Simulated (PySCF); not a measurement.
A species of formula C4H12N2 has this rotational fingerprint, computed with CAM-B3LYP/def2-SVPD in PySCF (dipole) on a GFN2-xTB geometry, gas phase:

- Rotational constants: A = 5783, B = 2158, C = 1989 MHz
- Dipole components: |μa| = 0.58 D, |μb| = 0.51 D, |μc| = 1.38 D
- Inertial defect: -67.48 u·Å²
- κ: -0.91

Question: Which candidate fits, each taken in the one conformer that was computed?
A. `[CH3:1][CH:2]([CH3:3])[CH2:4][NH:5][NH2:6]` with C1–C2–C4–N5 70°, C2–C4–N5–N6 170°, C4–N5–N6–H 78° and -161°
B. `[CH3:1][CH2:2][CH2:3][NH:4][NH:5][CH3:6]` with C1–C2–C3–N4 180°, C2–C3–N4–N5 -71°, C3–N4–N5–C6 -86°
C. `[CH3:1][CH2:2][CH2:3][N:4]([CH3:5])[NH2:6]` with C1–C2–C3–N4 -57°, C2–C3–N4–C5 -72°, C3–N4–N6–H 48° and -72°
D. `[CH3:1][CH2:2][NH:3][N:4]([CH3:5])[CH3:6]` with C1–C2–N3–N4 -170°, C2–N3–N4–C5 -84°
E. `[CH3:1][C:2]([CH3:3])([CH3:4])[NH:5][NH2:6]` with C2–N5–N6–H 43° and -77° (tert-butylhydrazine)

Answer: C. It is CCCN(C)N, a near-prolate asymmetric top, point group C1. The candidates at the same level (rigid rotor, commonest isotopes):

| SMILES | A (MHz) | B (MHz) | C (MHz) | μa (D) | μb (D) | μc (D) | Δ (u·Å²) | point group | rotor |
| --- | --- | --- | --- | --- | --- | --- | --- | --- | --- |
| CCNN(C)C | 7334 | 1903 | 1644 | 0.26 | 0.92 | 0.76 | -27.13 | C1 | near-prolate asymmetric top |
| CC(C)(C)NN | 4414 | 2670 | 2668 | 1.16 | 1.20 | 0.95 | -114.36 | – | – |
| CCCNNC | 8511 | 1538 | 1488 | 1.51 | 0.86 | 0.34 | -48.29 | C1 | near-prolate asymmetric top |
| CC(C)CNN | 7061 | 1801 | 1541 | 0.18 | 1.34 | 1.08 | -24.32 | C1 | near-prolate asymmetric top |
| CCCN(C)N | 5783 | 2158 | 1989 | 0.58 | 0.51 | 1.38 | -67.48 | C1 | near-prolate asymmetric top |

`CCCNNC` has A 47 % too high; `CC(C)(C)NN` has C 34 % too high; `CCNN(C)C` has A 27 % too high; `CC(C)CNN` has C 23 % too low. No structure here is proved a minimum.
